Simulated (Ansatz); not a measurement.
fluoromethane (SMILES CF) moved off its minimum; all values from Ansatz (a first-principles code), cores frozen in correlated methods.
(charge 0, multiplicity 1)
```xyz
5

C     -0.5454     0.0800     0.0373
F      0.6507    -0.1361    -0.0759
H     -0.8502     0.1264     1.0702
H     -0.7959     1.1246    -0.4214
H     -0.9666    -0.6380    -0.5006
```

Forces at r2SCAN/def2-TZVPP (eV/Å):

```tsv
atom	Fx	Fy	Fz
C1	-5.960	5.836	1.170
F2	9.957	-1.242	-0.309
H3	-0.542	-0.194	0.632
H4	-0.066	-1.406	0.583
H5	-3.388	-2.994	-2.076
```

Task: Give the forces (eV/Å), the total energy and the dipole at CCSD(T)/aug-cc-pVTZ.

Result: 
| atom | Fx | Fy | Fz |
|---|---|---|---|
| C1 | -6.405 | 5.997 | 1.207 |
| F2 | 10.292 | -1.289 | -0.336 |
| H3 | -0.501 | -0.218 | 0.572 |
| H4 | -0.013 | -1.494 | 0.614 |
| H5 | -3.372 | -2.996 | -2.057 |
Energy -139.5317 hartree, dipole 1.07 D.
